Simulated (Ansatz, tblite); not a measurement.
Cost and result up the ladder for P₅⁺ (the lowest singlet isomer of a short search) (5 atoms). Total charge 1; singlet. Geometry: B3LYP-D4/def2-SVP.

```csv
atom,x (Å),y (Å),z (Å)
P1,0.2572,-1.2373,-0.6146
P2,-1.4833,0.3441,-0.5109
P3,-0.6646,-0.4324,1.3966
P4,0.5359,1.0514,-1.0892
P5,1.3548,0.2742,0.8180
```

Ansatz on 4 threads of Arm Neoverse V2 on a shared host; xTB runs through tblite on one thread. Times are rough, summed over both states, and most runs start from the orbitals of an earlier one. CCSD(T)/def2-TZVPP serves as the yardstick here, not as an exact answer. The other state is a quintet at its own geometry, which has other bonds, so the gap mixes isomer and spin.

The xTB rows come from tblite. Correlated methods freeze 25 core orbitals. The structure comes from a short search, and lower isomers may exist.

Run but left out: HF/STO-3G (quintet: ⟨S²⟩ 6.40, where a pure state has 6.00).

Correlated methods converge slowly with the basis.

xTB has no spin-polarisation term.

| level | functions | wall time |
| --- | --- | --- |
| GFN2-xTB | 45 | 0.009 s |
| GFN1-xTB | 45 | 0.011 s |
| LDA (SPW92)/def2-TZVP (with forces) | 185 | 2.2 s |
| PBE-D4/def2-TZVP | 185 | 3.7 s |
| MP2/def2-TZVP | 185 | 4.8 s |
| PBE0-D4/def2-TZVP | 185 | 6.8 s |
| r2SCAN-D4/def2-TZVP | 185 | 9.7 s |
| PBE-QIDH/def2-TZVP | 185 | 11 s |
| CCSD(T)/def2-TZVPP | 210 | 2.3 min |

Estimate what each level gives for the quintet − singlet (eV).


```csv
level,quintet − singlet (eV),difference from CCSD(T)/def2-TZVPP (eV)
GFN2-xTB,3.51,0.02
GFN1-xTB,4.59,1.10
LDA (SPW92)/def2-TZVP (with forces),3.90,0.41
PBE-D4/def2-TZVP,3.44,-0.04
MP2/def2-TZVP,3.94,0.46
PBE0-D4/def2-TZVP,3.43,-0.06
r2SCAN-D4/def2-TZVP,3.22,-0.27
PBE-QIDH/def2-TZVP,3.62,0.14
CCSD(T)/def2-TZVPP,3.49,0.00
```
